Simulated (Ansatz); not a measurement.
One stationary structure of Nb. Space group Im-3m (No. 229), bcc (W type). Method: r2SCAN (plane waves to 500 eV, PAW, scalar-relativistic; Ansatz, a first-principles code).

Space group Im-3m (No. 229); a = 3.303 Å, b = 3.303 Å, c = 3.303 Å, α = 90.00°, β = 90.00°, γ = 90.00°

| atom | site | symmetry | x | y | z |
|---|---|---|---|---|---|
| Nb | 2a | m-3m | 0.0000 | 0.0000 | 0.0000 |
(The calculation used a cell of 1 atom; values per cell refer to that cell.)

```json
{
 "volume_per_atom": "18.02 Å³",
 "band_gap": "no gap (metallic)",
 "shortest_distances": "Nb–Nb 2.86 Å",
 "k-mesh": "20×20×20"
}
```

Band energies at high-symmetry points (eV from the Fermi level; labels of this space group; no spin-orbit coupling), from −5 eV up to 3.2 eV:

| point | energies |
|---|---|
| Γ | 0.43 0.43 0.43 |
| H | -3.90 -3.90 |
| N | -3.91 -1.72 2.25 |
| P | -1.20 -1.20 -1.20 |

No spin polarisation in the result.

Measured for Nb: a 3.294 Å (static lattice; corrected from measurement; as listed in Daniel Mejia-Rodriguez, S. B. Trickey, Phys. Rev. B (2018)). Computed minus measured — a: r2SCAN +0.3 %. The computed values are for a static lattice.

The run could not lose the symmetry of its start.

It was reached from a disturbed copy of a Pm-3m (No. 221) cell (simple cubic type), against which it lies -1.00 eV/atom.
